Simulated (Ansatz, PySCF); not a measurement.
Scan of CF4, singlet: flattening of a tetrahedron along the D2d path, bond length relaxed. Scanned: the two opposite F-C-F angles (109.47 = tetrahedral, 180 = square planar). Other coordinates (C-F bond length) were minimised at PBE0/def2-TZVP.

Methods: B3LYP/def2-TZVP, density fitting (PySCF); MP2/aug-cc-pVTZ = Ansatz (a program for electronic structure) with MP2 on RHF/aug-cc-pVTZ, frozen core; CCSD(T)/aug-cc-pVTZ = Ansatz with CCSD(T) on RHF/aug-cc-pVTZ, frozen core.

Energies relative to the lowest point of each profile, in eV:

| a / ° | B3LYP | MP2/aug-cc-pVTZ |
|---|---|---|
| 90 | 1.661 | 1.703 |
| 101.50 | 0.241 | 0.247 |
| 106.34 | 0.035 | 0.036 |
| 109.47 | 0.000 | 0.000 |
| 116.50 | 0.156 | 0.160 |
| 123 | 0.533 | 0.548 |
| 133 | 1.421 | 1.465 |
| 143 | 2.521 | 2.606 |
| 153 | 3.650 | 3.782 |
| 163 | 4.617 | 4.793 |
| 173 | 5.231 | 5.433 |
| 180 | 5.366 | 5.572 |

Q: Estimate the CCSD(T)/aug-cc-pVTZ values at these points.

A: 90: 1.699; 101.50: 0.246; 106.34: 0.036; 109.47: 0.000; 116.50: 0.160; 123: 0.548; 133: 1.466; 143: 2.612; 153: 3.802; 163: 4.836; 173: 5.504; 180: 5.652 (eV).
